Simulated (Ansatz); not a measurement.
Reaction (SMILES): C(Cl)Cl → C atom + 2 Cl atom + 2 H atom
B3LYP-D3(BJ)/def2-TZVP geometries, fixed; electronic energies without zero-point terms.
Largest species:
```xyz
5

C      0.0039     0.0052     0.7673
Cl    -0.0175     1.4825    -0.2263
Cl     0.0153    -1.4855    -0.2061
H     -0.8904    -0.0005     1.3784
H      0.9045     0.0193     1.3690
```
Charge 0, spin multiplicity 1.

Basis-set convergence of the atomisation energy at CCSD(T) with Ansatz (an electronic-structure program). Cartesian d functions, on some or all atoms, in 6-31G**, 6-311+G**; all else is spherical. Cores are frozen. Open shells are unrestricted. No added dispersion term, no relativity. Functions are those of the species that has most. Reference: Hartree-Fock in cc-pV(Q+d)Z plus the correlation part extrapolated as X^-3 from cc-pV(T+d)Z and cc-pV(Q+d)Z, 370.76 kcal/mol, itself unsure by roughly 1.81 kcal/mol (a third of the extrapolation step and of the last Hartree-Fock step). Deviations are taken from unrounded values.

```tsv
basis	functions	atomisation energy (kcal/mol)	minus reference (kcal/mol)
6-31G	39	292.26	-78.50
pcseg-0	39	279.09	-91.67
6-31G**	63	344.34	-26.42
aug-pcseg-1	95	344.36	-26.40
6-311+G**	96	346.07	-24.69
6-311++G(2d,2p)	117	348.73	-22.04
def2-TZVPP	143	359.41	-11.35
def2-TZVPD	147	356.98	-13.78
6-311++G(3df,3pd)	169	362.73	-8.04
```
